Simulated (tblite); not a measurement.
Compound: C4H4NS (doublet state).
Geometry (GFN2-xTB, Å), atoms numbered from 1 in this order:
```
atom  x, y, z in Å
C1    -1.4441   -0.1419    0.2736
C2     0.0214   -0.1639    0.0512
C3     0.8424    0.8144   -0.4150
N4     2.1536    0.4415   -0.4919
C5     2.3605   -0.7351   -0.1187
S6     0.9771   -1.6053    0.3981
H7    -1.6775   -0.3358    1.3203
H8    -1.9361   -0.9072   -0.3264
H9    -1.8437    0.8319   -0.0014
H10    0.5552    1.8061   -0.7124
```

The geometry is computed with GFN2-xTB (gas phase). This method treats the open shell by occupation alone, without spin polarisation.

Take the most abundant isotopes and a rigid rotor. 

Question: What are A, B and C (MHz)?

Answer: Ia = 93.72, Ib = 149.19, Ic = 239.78 u·Å²; 505379 MHz·u·Å²/I gives A = 5392, B = 3388, C = 2108 MHz.

Question: Classify the top.

Answer: An asymmetric top; Ray's κ = -0.221.

Question: What does the inertial defect say?

Answer: Not planar: Δ = Ic − Ia − Ib = -3.13 u·Å². For a rigid frame Δ = −2 Σ m c², so Σ m c² = 1.56 u·Å² lies off the ab plane, practically all of it from hydrogen. The atom farthest from that plane is 0.88 Å away.

Question: Estimate the classical rotational partition function at 10 K, 100 K and 200 K.

Answer: Point group Cs, symmetry number σ = 1; q = (√π/σ)·√((kT/h)³/(ABC)), k/h = 20836.6 MHz/K: 859 at 10 K, 27200 at 100 K, 76800 at 200 K.

For this open shell read J as N, the rotation without spin; fine and hyperfine splittings come on top. Its GFN2-xTB frequencies are all real (lowest 90 cm⁻¹). These are rigid-rotor constants of the computed structure; measured ground-state constants (B0) also hold zero-point vibration.
